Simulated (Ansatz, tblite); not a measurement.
# The cluster HfS2+: one state, many levels

How do method and basis change the picture of the cluster HfS2+ (doublet)?

The runs use Ansatz 0.2.0, Gaussian basis; as each input shows.

The runs, in order: GFN1-xTB, GFN2-xTB, PBE-D4/def2-TZVP, r2SCAN-D4/def2-TZVP, LC-ωPBE/def2-TZVP, PBE-QIDH/def2-TZVP, revPBE-D4/def2-TZVP, B3LYP-D4/def2-TZVP, B2PLYP/def2-TZVP, PBE-D4/def2-SVP, PBE0-D4/def2-SVP, CCSD(T)/def2-TZVPP, MP2/def2-TZVP, RPA/def2-TZVP.

**1. The geometry**

The geometry is that of the doublet, from an earlier relaxation (PBE-D4/def2-TZVP). At that level it is the lowest of the isomers that a small search found.

3 atoms, charge 1, spin multiplicity 2.

Bond lengths: Hf1–S2 2.230 Å, Hf1–S3 2.230 Å. Angles: S2–Hf1–S3 89.7°.

Hf takes a core potential in the def2 sets. No spin-orbit coupling is included. The ion is computed in the gas phase, without counter-ions or solvent.

PBE0-D4/def2-TZVP was run before; its log isn't repeated, and its numbers join the tables.

**2. GFN1-xTB**

Tight binding, by tblite at 300 K electronic temperature and without a spin-polarisation term:

```python
tblite.interface.Calculator('GFN1-xTB', numbers, positions, charge=1, uhf=1).singlepoint()
```

Energy -217.4904 eV; 0.003 s.

**3. GFN2-xTB**

Tight binding, by tblite at 300 K electronic temperature and without a spin-polarisation term:

```python
tblite.interface.Calculator('GFN2-xTB', numbers, positions, charge=1, uhf=1).singlepoint()
```

Energy -202.8417 eV; 0.003 s.

**4. PBE-D4/def2-TZVP**

start.molden holds the orbitals of an earlier run on this state, given as this run's starting guess.

in.yaml

```yaml
crystal:
  periodic: [false, false, false]
  atoms:
    - {symbol: Hf, position_ang: [1.049907, -0.055371, -0.078073]}
    - {symbol: S, position_ang: [-0.562814, -1.449517, 0.577601]}
    - {symbol: S, position_ang: [-0.487093, 1.504889, -0.499527]}
basis:
  gaussian: {orbitals: def2-TZVP, initial_orbitals: start.molden}
total_charge: 1
magnetization: {spin_polarized: true, initial_magnetization: 1}
hamiltonian: {xc: pbe, dispersion: d4}
scf: {omitted_lower_state_checks: [starts]}
output: {forces: true, orbitals: {seedname: orbitals}}
```

The run is started by

```sh
$ ansatz run in.yaml --threads 4 --pin off --events-out ev --progress --plain --max-ram 3916MiB
```

Further steps of the session: r2SCAN-D4/def2-TZVP; LC-ωPBE/def2-TZVP; PBE-QIDH/def2-TZVP; revPBE-D4/def2-TZVP; B3LYP-D4/def2-TZVP; B2PLYP/def2-TZVP; PBE-D4/def2-SVP; PBE0-D4/def2-SVP; CCSD(T)/def2-TZVPP; MP2/def2-TZVP; RPA/def2-TZVP.

Q: Predict the results of all the runs planned. Wanted: gap in def2-TZVP, named functionals, smallest and largest; correlation energy, CCSD(T)/def2-TZVPP; correlation energy, MP2/def2-TZVP; ⟨S²⟩ in def2-TZVP, named functionals, smallest and largest; PBE0 total energy, smallest basis above largest.

The runs gave:

| quantity | value |
| --- | --- |
| gap in def2-TZVP, named functionals, smallest and largest | 0.99 eV (PBE-D4), 7.84 eV (LC-ωPBE) |
| correlation energy, CCSD(T)/def2-TZVPP | -18.39 eV |
| correlation energy, MP2/def2-TZVP | -15.58 eV |
| ⟨S²⟩ in def2-TZVP, named functionals, smallest and largest | 0.762, 0.831 |
| PBE0 total energy, smallest basis above largest | 7.65 eV (def2-SVP, def2-TZVP) |

In words: Orbital gaps of the named functionals in def2-TZVP span 0.99 eV (PBE-D4) to 7.84 eV (LC-ωPBE); exact exchange widens it. Over the named functionals in def2-TZVP spin contamination reaches 0.08 (LC-ωPBE), which is small. Notes on CCSD(T)/def2-TZVPP: spin contamination.
